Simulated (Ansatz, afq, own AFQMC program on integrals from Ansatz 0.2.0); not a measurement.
## SiH2, singlet: AFQMC among the cluster methods

```xyz
3

Si    0.0000   -0.0715    0.0000
H     0.0000    0.9958   -1.0900
H     0.0000    0.9958    1.0900
```

Basis cc-pVDZ. Noble-gas cores (and the filled d shells of Ga–Kr and In–Xe) are frozen. AFQMC by an in-house program on the Cholesky factors that Ansatz 0.2.0 writes for its CCSD(T) run. The CISD trial takes its coefficients from CCSD amplitudes. Released means that phaseless walkers are propagated on without the constraint, phases kept. Free AFQMC starts from the CCSD state and is never constrained. Its projection time is finite, and what remains of the start isn't in its error. ± is one standard error of the sampling.

Determinant: RHF, the one that the program's search chose, which needn't be the lowest solution. The geometry is a point of a scan.

Full CI on the same integrals is exact in this basis and with this determinant's frozen core.

Cautions: higher spins were not checked; restricted determinant unstable towards unrestricted (UHF 90 meV lower, ⟨S²⟩ 0.38).

```
T1 diagnostic                               : 0.0137
weight of the determinant in the CISD state : 0.911
size of the correlated space                : 6 electrons in 23 orbitals
```

```tsv
level	correlation energy (eV)
MP2	-2.4039
CCSD	-3.1795
CCSD(T)	-3.2406
```

Q: Estimate where full CI lies against CCSD(T) on the same integrals.

A: 19.5 meV below CCSD(T).

Reference: full CI, correlation energy -3.260 eV. The released energy is read at 2.40 1/Eh (meV from the phaseless value at times in 1/Eh: -2.2 ± 1.4 at 0.24, -1.5 ± 0.9 at 0.51, -0.7 ± 1.6 at 0.99, -1.0 ± 1.1 at 1.62, -2.1 ± 1.2 at 2.40).

| level | E − E(reference) (meV) | share of correlation (%) |
| --- | --- | --- |
| CCSD(T) | 19.5 | 99.40 |
| CCSDT | 3.1 | 99.90 |
| CCSDT(Q) | 0.6 | 99.98 |
| CCSDTQ | 0.0 | 100.00 |
| ph-AFQMC/HF | -36.3 ± 19.7 | 101.11 |
| ph-AFQMC/CISD | 3.0 ± 1.6 | 99.91 |
| released AFQMC | 0.8 ± 1.2 | 99.97 |
| free AFQMC | -1.7 ± 1.0 | 100.05 |

CCSDT and higher add their correlation energy to the determinant of the CCSD(T) run, since their own runs factorise the integrals more tightly (a shift of under 2 meV). Free projections are given only where their last times agree within the noise and don't stop above the reference; a slow remainder of the start can still hide under it. A walk keeps the symmetry of its determinant, which the program's search chose and which needn't be the lowest solution, so a lower state of the same spin and another symmetry isn't excluded. Released energies are given only where the last usable release times agree within the noise; a slower fall can still hide under it.
